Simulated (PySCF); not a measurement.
# UB2PLYP/STO-3G run of BSiH3 (SMILES B[SiH])

Aim: the energy change on altering one bond length of BSiH3 at UB2PLYP/STO-3G, from 2 runs. Input form: a Python script.

Program for the calculation: PySCF 2.14.0.

8 further runs of the same task are left out: 8 set aside as unsound or not needed.

## (1) The molecule

BSiH3 has 5 atoms, charge 0, and is taken as a triplet. SMILES: `B[SiH]`. The coordinates come from a GFN2-xTB relaxation.

Bond lengths: B1–Si2 1.878 Å, B1–H3 1.179 Å, B1–H4 1.176 Å, Si2–H5 1.476 Å. Angles: B1–Si2–H5 134.9°, Si2–B1–H3 120.6°, Si2–B1–H4 121.0°, H3–B1–H4 118.4°.

## (2) A single-point energy at UB2PLYP/STO-3G

Contents of mol.xyz:

```xyz
5

B     -0.206730    -0.708170     0.126670
Si     0.760780     0.829450    -0.350440
H     -1.303690    -0.620750     0.549520
H      0.263590    -1.779740     0.010050
H      0.486040     2.279200    -0.335800
```

Contents of input.py:

```python
from pyscf import gto, dft, mp

mol = gto.M(
    atom='mol.xyz',
    verbose=3,
    basis='sto-3g',
    spin=2,
    charge=0,
    max_memory=1860,
)

myscf = dft.UKS(mol, xc='0.53*HF + 0.47*B88, 0.73*LYP')
myscf.conv_tol = 1e-10
myscf.grids.level = 5
myscf.kernel()
if not myscf.converged:
    myscf = myscf.newton().run(myscf.mo_coeff, myscf.mo_occ)

pt = mp.MP2(myscf, frozen=6).run()
e_final = myscf.e_tot + 0.27 * pt.e_corr
print('PT2 part  %.8f' % (0.27 * pt.e_corr))
print('Final energy', e_final)
```

Started as:

```bash
$ OMP_NUM_THREADS=1 python input.py
```

Standard output:

```text
WARN: HOMO -0.0765166409994743 >= LUMO -0.0906453138980955

converged SCF energy = -312.106949813633  <S^2> = 2.0011481  2S+1 = 3.0007653
E(UMP2) = -312.18598253851  E_corr = -0.0790327248771607
E(SCS-UMP2) = -312.193232134195  E_corr = -0.0862823205621157
PT2 part  -0.02133884
Final energy -312.12828864935017
```

Wall time 3.9 s (1 thread of Arm Neoverse V1, shared host); peak memory 0.19 GiB.

## (3) The distorted shape

Contents of calc.py:

```python
from pyscf import gto, dft, mp

mol = gto.M(
    atom='''
B       -0.582999       0.149116       0.219969
Si       0.384511       1.686736      -0.257141
H       -1.679959       0.236536       0.642819
H        0.263590      -1.779740       0.010050
H        0.109771       3.136486      -0.242501
''',
    spin=2,
    basis='sto-3g',
    verbose=3,
    max_memory=1860,
)

mf = dft.UKS(mol, xc='0.53*HF + 0.47*B88, 0.73*LYP')
mf.grids.level = 5
mf.conv_tol = 1e-10
mf.kernel()
if not mf.converged:
    mf = mf.newton().run(mf.mo_coeff, mf.mo_occ)

pt = mp.MP2(mf, frozen=6).run()
energy = mf.e_tot + 0.27 * pt.e_corr
print('PT2 part  %.8f' % (0.27 * pt.e_corr))
print('Final energy', energy)
```

Started as:

```bash
$ OMP_NUM_THREADS=1 python calc.py
```

Standard output:

```text
WARN: HOMO -0.075476508803806 >= LUMO -0.0837702035207727

converged SCF energy = -311.921675768877  <S^2> = 2.006459  2S+1 = 3.0043029
E(UMP2) = -312.053821286189  E_corr = -0.13214551731236
E(SCS-UMP2) = -312.068190593464  E_corr = -0.146514824587299
PT2 part  -0.03567929
Final energy -311.9573550585509
```

Run time: 4.8 s. Hardware: 1 thread of Arm Neoverse V1, shared host; peak memory 0.19 GiB.

## (4) What came out

At UB2PLYP/STO-3G, 6 core orbitals frozen:

| quantity | value |
| --- | --- |
| first shape: total energy | -312.12829 Eh |
| first shape: dipole moment (SCF part) | 1.67 D |
| first shape: HOMO energy (SCF part's orbitals) (highest over α and β) | -4.07 eV |
| first shape: LUMO energy (SCF part's orbitals) (lowest over α and β) | 2.48 eV |
| first shape: ⟨S²⟩ | 2.001 |
| distorted shape: total energy | -311.95736 Eh |
| distorted shape: dipole moment (SCF part) | 2.42 D |
| distorted shape: HOMO energy (SCF part's orbitals) (highest over α and β) | -4.37 eV |
| distorted shape: LUMO energy (SCF part's orbitals) (lowest over α and β) | 2.15 eV |
| distorted shape: ⟨S²⟩ | 2.006 |
| energy change with the B1–H4 bond stretched from 1.176 to 2.117 Å | 4.651 eV |

**Reading.** With the B1–H4 bond stretched from 1.176 to 2.117 Å the energy rises by 4.65 eV (107 kcal/mol). The first shape isn't relaxed at this level, so the change isn't measured from a minimum. The minimal basis adds a large error of its own. Mulliken charges (first shape) run from -0.13 on H5 to +0.34 on Si2; they depend strongly on the basis. Mulliken charges (distorted shape) run from -0.14 on H4 to +0.34 on Si2.
